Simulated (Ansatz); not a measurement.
`NC1(F)C=C1`. Total charge 0; spin multiplicity 1.

```xyz
9

N     0.231   -0.554   -1.261
C     0.176    0.216   -0.081
F     0.968    1.376   -0.192
C     0.032   -0.333    1.261
C    -0.989    0.319    0.788
H     1.184   -0.835   -1.458
H    -0.100   -0.015   -2.053
H     0.487   -0.877    2.072
H    -1.987    0.703    0.925
```

Give the diagnostics of a CCSD(T)/def2-TZVPP run (frozen core, the Gaussian-basis code of Ansatz). (An estimate is asked.)

Ansatz gave: T1 = 0.0109, largest single amplitude 0.011, largest double 0.073, (T) share of the correlation energy 4.1 %, 9 CCSD cycles. The RHF solution is stable towards an unrestricted one. T1 lies under the customary mark of 0.02 for closed shells.
